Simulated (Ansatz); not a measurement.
# Several solutions for singlet CH2

```xyz
3

C     0.0000    0.0000    0.0000
H     1.3802    0.0000    1.1177
H    -1.3802    0.0000    1.1177
```

Basis set: 6-31G (spherical functions). Charge 0, multiplicity 1.

PBE0 (unrestricted) was run from several starts with Ansatz (development build ahead of 0.2.0).

| run | program | start | converged | energy (hartree) | <S²> |
| --- | --- | --- | --- | --- | --- |
| A | Ansatz | stability test followed | yes | -38.90217 | 0.37 |
| B | Ansatz | atomic start, no search | yes | -38.89959 | 0.00 |
| C | Ansatz | search for the lowest state | yes | -38.90217 | 0.37 |

Q: Which runs reached the lowest solution of this kind, and what is wrong with the others?

A: A, C reached the lowest solution found. Converged but too high: B by 0.07 eV. Convergence only shows a stationary point, and even a stable one can lie too high; stability tests and further starts are what find lower ones. Caution: another spin multiplicity may lie lower. Caution: the unrestricted determinant is spin contaminated.
